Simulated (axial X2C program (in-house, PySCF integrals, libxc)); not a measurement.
**Worked dissociation energy of F₂⁺: PBE0, with spin–orbit coupling**

Computed with an in-house relativistic program for diatomic molecules. Two-component (2c) means X2C with spin–orbit coupling and atomic mean-field two-electron Coulomb and Gaunt terms. Basis: F dyall-av3z [7s6p3d2f] (cores contracted in-house); Gaussian nuclei, density fitting, unrestricted open shells. Masses: F 18.998 u.

Molecular state: Ω = 3/2 (⟨Sz⟩ = 0.50, ⟨Lz⟩ = 1.00 at PBE0).

```
E(F+) (2M_J = 2) : -99.122637 hartree
E(F) (2M_J = 1)  : -99.763095 hartree
E(F₂⁺) at Re     : -199.013610 hartree
ωe               : 1299.2 cm⁻¹
ωexe             : 7.49 cm⁻¹
```

Work out De and D0.

De = -99.122637 + (-99.763095) − (-199.013610) = 0.12788 hartree = 3.480 eV. The zero-point energy is ωe/2 − ωexe/4 = 648 cm⁻¹ = 0.080 eV, so D0 = 3.399 eV.

One determinant describes the state; a PBE0 search over occupations chose it and may have missed a lower one. De is counted from the lowest determinant-based energies of the atoms at the same level, without counterpoise correction. Density functionals use the spin component along the axis (collinear). The 2c atoms are single determinants rather than J levels; their spin–orbit lowering is only partly caught, and De is too large by that part. This holds for PBE0. The functionals have no current-density term, which raises determinants with orbital currents, atoms included.

The levels of this run spread widely (ωe from 865 to 1299 cm⁻¹), so these constants depend on the method.

Each atomic determinant is the lowest at this level and need not be a pure J level. Totals compare only within one Hamiltonian and basis.
